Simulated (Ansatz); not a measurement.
We consider α-phase S, described by r²SCAN (PAW; Ansatz, a program for electronic structure).

Numerical settings: plane-wave cutoff 560 eV, 6×6×6 k mesh, Fermi–Dirac smearing 0.01 eV, scalar-relativistic PAW data made under PBE.

Computed at the level's own relaxed cell.

Estimate the band gap and smallest direct gap on the k points sampled that the calculation returns.


band gap: 2.47 eV (indirect)
smallest direct gap on the k points sampled: 2.59 eV

Note: the volume lies 8 % above that of the published cell.
